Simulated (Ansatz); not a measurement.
**NH, quintet in 6-31++G**: errors against full CI**

Geometry: that of the NH⁻, quartet, kept fixed. The triplet lies 8.1 eV lower here.

```xyz
2

N     0.0000    0.0000    0.0000
H     0.0000    0.0000    1.0736
```

Basis 6-31++G** (Cartesian d functions); Ansatz 0.2.0. Only valence electrons are correlated (noble-gas cores frozen), which leaves 6 electrons in 24 orbitals. Prefix R: restricted or restricted open-shell reference; prefix U: unrestricted. Active spaces: valence = (6e, 5o) chosen from the atoms' valence shells.

Full CI is exact within this basis and frozen core; it isn't the basis-set limit. The frozen core follows each run's orbitals, which can shift R against U totals by a few meV.

For open shells CISD and CISDTQ are restricted-active-space CI with the open shells as a complete middle space.

```
UHF ⟨S²⟩                          : 6.004
T1 diagnostic (RCCSD)             : 0.0221
largest doubles amplitude (RCCSD) : 0.034
T1 diagnostic (UCCSD)             : 0.0195
```

| level | E − E(full CI) (meV) | share of correlation (%) | wall time |
| --- | --- | --- | --- |
| RHF | 2717 | 0.00 | – |
| UHF | 2635 | 3.02 | – |
| RMP2 | 531 | 80.47 | – |
| UMP2 | 525 | 80.67 | – |
| CISD | 60 | 97.78 | 0.54 s |
| RCCSD | 51 | 98.13 | – |
| UCCSD | 48 | 98.23 | – |
| RCCSD(T) | 9 | 99.65 | 0.57 s |
| UCCSD(T) | 7 | 99.74 | 0.54 s |
| BCCD(T) | 9 | 99.66 | 0.48 s |
| RCCSDT | 0 | 99.98 | – |
| UCCSDT | -2 | 100.07 | – |
| CISDTQ | 0 | 99.99 | 6.5 s |
| RCCSDT(Q) | -1 | 100.03 | 1.9 s |
| UCCSDT(Q) | -3 | 100.12 | 1.7 s |
| CASSCF (valence space) | 2717 | 0.00 | – |
| NEVPT2 (valence space) | 616 | 77.31 | 0.15 s |
| MRCISD (valence space) | 108 | 96.02 | – |
| MRCISD+Q (valence space) | 9 | 99.67 | 0.36 s |
| MRCISD+Q(relaxed) (valence space) | -16 | 100.57 | 0.42 s |

The correlation energy at full CI, counted from RHF, is -2.717 eV. That run took 7 s on 1 thread of INTEL XEON PLATINUM 8581C, shared host over 257,252 determinants.

Times hold each run's SCF and search for its determinant on a shared host, so for small cases they say little of a method's own cost; they ran on 1 thread of INTEL XEON PLATINUM 8581C. Some runs computed forces too.

More than 5 meV below full CI, which no variational method can be: MRCISD+Q(relaxed) (valence space).

The full-CI state has the irrep A2 of C2v, in the program's axes (one component, if the state is degenerate).

Natural occupations of full CI about the gap: 1.964 0.998 0.994 0.994 0.991 0.015 0.007 0.006 0.006 0.005; effectively unpaired electrons, Σ n²(2−n)², 4.01.
